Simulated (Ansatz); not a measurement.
**BH2Cl+ (doublet): wave-function methods side by side, def2-QZVPP**

The task here is to estimate one member of a computed series from the others.

The runs use Ansatz 0.2.0, Gaussian basis; def2-QZVPP, core rule «outside noble gas», up to 6 orbitals frozen.

Plan: UHF; ROHF; CCSD(T) on UHF.

2 further runs of the same task are left out: 2 set aside as unsound or not needed.

## The system

The geometry is a PBE0/def2-TZVP stationary point (not a proven minimum) of the parent state, kept for this charge and spin.

4 atoms, charge 1, spin multiplicity 2.

Atoms are counted from 1 here; the program's logs count them from 0.

Bond lengths: B1–Cl2 1.733 Å, B1–H3 1.190 Å, B1–H4 1.190 Å. Angles: Cl2–B1–H3 118.1°, Cl2–B1–H4 118.1°, H3–B1–H4 123.8°.

The first run:

Contents of in.yaml:

```yaml
crystal:
  periodic: [false, false, false]
  atoms:
    - {symbol: B, position_ang: [0.000000, 0.000000, 1.249289]}
    - {symbol: Cl, position_ang: [0.000000, 0.000000, -0.483890]}
    - {symbol: H, position_ang: [0.000000, 1.049651, 1.810265]}
    - {symbol: H, position_ang: [0.000000, -1.049651, 1.810265]}
basis:
  gaussian: {orbitals: "def2-QZVPP.json"}
total_charge: 1
magnetization: {spin_polarized: true, initial_magnetization: 1}
hamiltonian: {xc: hf}
output: {orbitals: {seedname: orbitals}}
```

Launch:

```sh
> ansatz run in.yaml --threads 1 --pin off --events-out ev --progress --plain --max-ram 2393MiB
```

Among the steps run: UHF; ROHF; CCSD(T) on UHF.

One table of the session follows, with a row left open; its other results are not shown here.

It belongs to the step «Misses and costs». 

```
  method  from UCCSD(T) (meV)
    ROHF                    ?
     UHF              +8948.7
    UMP2              +1394.0
   UCCSD               +371.7
UCCSD(T)                    0
```

Estimate the missing values for ROHF.

The run gave: from UCCSD(T) (meV): +9130.9. In the column «from UCCSD(T) (meV)» it is the highest.
